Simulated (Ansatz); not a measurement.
Write a Python script for Ansatz's Python interface that makes an active-space calculation of CH3BS, SMILES B1CS1. Settings: SC-NEVPT2, 6-31G* basis, multiplicity 1.

```xyz
6

B    -0.6147   -0.7630   -0.0913
C     0.2651    0.5157    0.1405
S     1.1163   -0.8557    0.6900
H    -1.3252   -1.1208   -0.9325
H     0.6786    0.9563   -0.8071
H    -0.0780    1.2035    0.9542
```

`cas_ch3bs.py`
```python
"""Static correlation in CH3BS: natural occupations of an active space."""

import logging
import sys

import ansatz as az

logging.basicConfig(stream=sys.stdout, format="%(levelname)s %(message)s")
log = logging.getLogger("run")
log.setLevel(logging.INFO)

geometry_ang = [
    ("B", (-0.6147, -0.763, -0.0913)),
    ("C", (0.2651, 0.5157, 0.1405)),
    ("S", (1.1163, -0.8557, 0.69)),
    ("H", (-1.3252, -1.1208, -0.9325)),
    ("H", (0.6786, 0.9563, -0.8071)),
    ("H", (-0.078, 1.2035, 0.9542)),
]
system = az.Crystal.molecule()
for symbol, xyz in geometry_ang:
    system = system.atom(symbol, xyz)

base = system.calculation()
base = base.basis(gaussian="6-31G*").correlation(active_electrons=6, active_orbitals=6)
for method in ["sc_nevpt2"]:
    report = (base if method is None else base.correlation(method)).run().report
    space = report["configurations"]
    state = space["states"][0]
    print(method or "casscf", f"total {report['free_energy_ev'] / 27.211386246:.6f} Ha, active-space state {state['energy']['hartree']:.6f} Ha, mean field {report['reference_energy_ev'] / 27.211386246:.6f} Ha")
    print("  determinants", state["n_determinants"], " natural occupations", [round(n, 3) for n in space["natural_occupations"]])
```

Output of `python cas_ch3bs.py`:
```text
RunWarning: the results are in doubt because another end's mean lies 0.089 eV lower, and its corrected mean 0.218 eV higher
sc_nevpt2 total -462.084995 Ha, active-space state -461.809864 Ha, mean field -461.755268 Ha
  determinants 400  natural occupations [1.977, 1.975, 1.958, 0.042, 0.024, 0.023]
```
(Warnings from the package without file and line.)

Total energies depend on the basis set; only differences at equal settings carry meaning. The geometry is a force-field or estimated start, not a minimum of this method, and the basis set is short of its limit. The active space starts as a window about the frontier orbitals and is then optimised, not chosen by chemistry. A lower CASSCF solution was found and passed over, so the printed active-space state isn't the lowest. Run time: 13 s on 1 thread of Intel(R) Xeon(R) Platinum 8259CL CPU @ 2.50GHz (Skylake/Cascade Lake) (shared host), peak memory 0.17 GiB.

(Lines on the test bed's own set-up are left out of the output.)
